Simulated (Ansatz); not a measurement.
This Ansatz (a quantum-chemistry and plane-wave program) input (MP2/aug-cc-pVTZ) gives -152.33419 Eh with 184 basis functions. A basis named .json is the Basis Set Exchange file of that set (core-valence sets with the plain set on hydrogen).

Ansatz 0.2 input:
```yaml
crystal:
  periodic: [false, false, false]
  atoms:
    - {symbol: C, position_ang: [0.00913574, 0.00173503, -1.20562697]}
    - {symbol: C, position_ang: [-0.00077797, -0.00014775, 0.10266711]}
    - {symbol: H, position_ang: [0.02818759, 0.94008178, -1.73766571]}
    - {symbol: H, position_ang: [-0.00183081, -0.93507619, -1.74059173]}
    - {symbol: O, position_ang: [-0.00956292, -0.00181616, 1.26200208]}
basis:
  gaussian:
    orbitals: aug-cc-pVTZ
    fitting: {mean_field: def2-universal-jkfit, correlation: aug-cc-pVQZ-RIFIT.json}
magnetization: {spin_polarized: false}
correlation: {method: mp2, electrons: outside_noble_gas}
```

Change:
```diff
- fitting: {mean_field: def2-universal-jkfit, correlation: aug-cc-pVQZ-RIFIT.json}
+ fitting: {mean_field: def2-universal-jkfit, correlation: def2-SVP-RIFIT.json}
```

Q: What does the run give now?

A: -152.33743 Eh (MP2/aug-cc-pVTZ, 184 functions), a change of -3.24 mEh.
